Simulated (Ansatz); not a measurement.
Write a Python script for Ansatz 0.2.0, Python API that makes a rigid scan of one bond length of C2H3F2, SMILES C[C](F)F. Use (for the species named): r2SCAN, cc-pVDZ basis, multiplicity 2.

```xyz
7

C    -0.1311    0.5907   -0.0324
C     0.1985   -0.7955    0.0532
F    -0.7746   -1.7513   -0.0466
F     1.5717   -1.1268    0.2047
H     0.5156    1.2484    0.5131
H    -1.1892    0.8036    0.3460
H    -0.1297    0.9629   -1.0838
```

`scan_c2h3f2.py`
```python
# -*- coding: utf-8 -*-
"""Potential curve of C2H3F2 along one bond."""

import logging
import sys

import ansatz as az
from ase import Atoms
import numpy as np

logging.basicConfig(stream=sys.stdout, format="[%(levelname)s] %(message)s")
log = logging.getLogger("calc")
log.setLevel(logging.INFO)

BASIS_SET = "cc-pVDZ"
XC = "r2SCAN"

atoms = Atoms(["C", "C", "F", "F", "H", "H", "H"], positions=[
    [-0.1311, 0.5907, -0.0324],
    [0.1985, -0.7955, 0.0532],
    [-0.7746, -1.7513, -0.0466],
    [1.5717, -1.1268, 0.2047],
    [0.5156, 1.2484, 0.5131],
    [-1.1892, 0.8036, 0.346],
    [-0.1297, 0.9629, -1.0838],
])
molecule = az.Crystal.molecule_from_ase(atoms)

symbols = [site.symbol for site in molecule.cartesian_sites]
start = np.array([site.position_ang for site in molecule.cartesian_sites])
axis = (start[5] - start[0]) / np.linalg.norm(start[5] - start[0])
moving = [5]
lengths, energies = [1.006, 1.052, 1.098, 1.144, 1.189, 1.235, 1.281, 1.35], []
for length in lengths:
    xyz = start.copy()
    xyz[moving] += (length - np.linalg.norm(start[5] - start[0])) * axis
    point = az.Crystal.molecule()
    for symbol, place in zip(symbols, xyz):
        point = point.atom(symbol, place.tolist())
    job = point.calculation().basis(gaussian=BASIS_SET).functional(XC).spin("collinear", total=1)
    report = job.run().report
    energies.append(report["free_energy_ev"])
    log.info(f"r = {length:6.3f} A  E = {energies[-1]:.5f} eV  <S^2> = {abs(report['mean_field']['state']['spin_squared']):.3f}")

# quartic fit about the minimum
fit = np.polynomial.Polynomial.fit(lengths, np.array(energies) - min(energies), 4).convert()
roots = [r.real for r in fit.deriv().roots() if abs(r.imag) < 1e-9 and fit.deriv(2)(r.real) > 0]
r_e = min(roots, key=lambda r: abs(r - lengths[int(np.argmin(energies))]))
log.info(f"minimum of the fit at {r_e:.4f} A, force constant {fit.deriv(2)(r_e):.2f} eV/A^2")
```

Output of `python scan_c2h3f2.py`:
```text
[INFO] r =  1.006 A  E = -7551.03669 eV  <S^2> = 0.758
[INFO] r =  1.052 A  E = -7551.17614 eV  <S^2> = 0.758
[INFO] r =  1.098 A  E = -7551.22233 eV  <S^2> = 0.758
[INFO] r =  1.144 A  E = -7551.19697 eV  <S^2> = 0.758
[INFO] r =  1.189 A  E = -7551.11940 eV  <S^2> = 0.758
[INFO] r =  1.235 A  E = -7550.99953 eV  <S^2> = 0.758
[INFO] r =  1.281 A  E = -7550.84938 eV  <S^2> = 0.758
[INFO] r =  1.350 A  E = -7550.58551 eV  <S^2> = 0.758
[INFO] minimum of the fit at 1.1029 A, force constant 32.97 eV/A^2
```

Caveats:
- Total energies depend on the basis set; only differences at equal settings carry meaning.
- The rest of the molecule is held rigid at a force-field or estimated start geometry, and the basis set is modest; single-reference methods fail as a bond breaks.
- The run takes the species as open-shell (spin multiplicity 2), which needn't be its ground state.
- Wall time of the script: 29 s on 1 thread of AMD EPYC 7B13 (Zen 3) (shared host), peak memory 0.23 GiB.
